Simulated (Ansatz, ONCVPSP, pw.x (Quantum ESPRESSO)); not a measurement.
Equation-of-state test of one ONCV potential (platinum)

* Element: Pt
* Generator: ONCVPSP 4.0.1.1 (patched build)
* Type: optimised norm-conserving Vanderbilt (ONCV)
* Functional: PBEsol
* Relativity: scalar-relativistic
* Frozen core: [Kr] 4d10 4f14
* Valence charge: 18
* Reference configuration: 5s2 5p6 5d9 6s1
* Partial waves: 5s+6s: rc 1.65 bohr, ncon 3, nbas 6, qcut 7.5 1/bohr, 2 projectors; 5p: rc 1.50 bohr, ncon 3, nbas 7, qcut 7.1 1/bohr, 2 projectors, debl 2.5 Ha; 5d: rc 1.90 bohr, ncon 5, nbas 9, qcut 7.7 1/bohr, 2 projectors, debl 3.7 Ha
* Local potential: polynomial inside 1.05 bohr (lpopt 5, dvloc0 -1 Ha)
* Core correction: Teter function, fcfact 1.5, rcfact 1.45

Crystal test: bcc Pt in pw.x 7.5, no spin, 15³ k-points, Fermi–Dirac smearing 0.01 Ry, cutoffs 55/220 Ry. The reference is all-electron LAPW (Ansatz 0.2.0) with the same functional, mesh and smearing; V0 and B0 come from Birch–Murnaghan fits to the pressures at five volumes. Errors are pseudo minus all-electron; Δ is the rms difference of the E(V) curves that follow from these fits, minima aligned, over ±6 % about the mean V0. Mesh and smearing are coarse, so the numbers serve the comparison and aren't converged zero-temperature values; the lattice is a test structure that the element need not adopt.

All-electron: a0 = 3.122 Å (V0 = 15.22 Å³/atom), B0 = 273.8 GPa.

Task: How far does the potential miss the all-electron equation of state?

Result: mean pressure error (GPa): -3.08; a0 (Å): 3.110; a0 error (%): -0.38; B0 error (%): +1.3; Δ (meV/atom): 10.6.

| V (Å³/atom) | P all-electron (GPa) | P pseudo (GPa) |
| --- | --- | --- |
| 14.538 | 14.14 | 10.36 |
| 14.920 | 5.68 | 2.30 |
| 15.303 | -1.52 | -4.56 |
| 15.686 | -7.65 | -10.39 |
| 16.068 | -12.86 | -15.33 |

Task: At the middle volume, how do free energy and pressure move when the wave cutoff is lowered (ecutrho kept at four times it)?

Result:

```
cutoff (Ry)  shift of F (meV/atom)  shift of P (GPa)
         25                +7175.6           -274.98
         33                +1217.7            -63.23
         44                  +79.5             -6.46
```

The run at the middle volume (120 k-points, 8 iterations) took about 27 s on one core of a shared host (Neoverse-N1, 64 threads, 124 GiB, load 51).
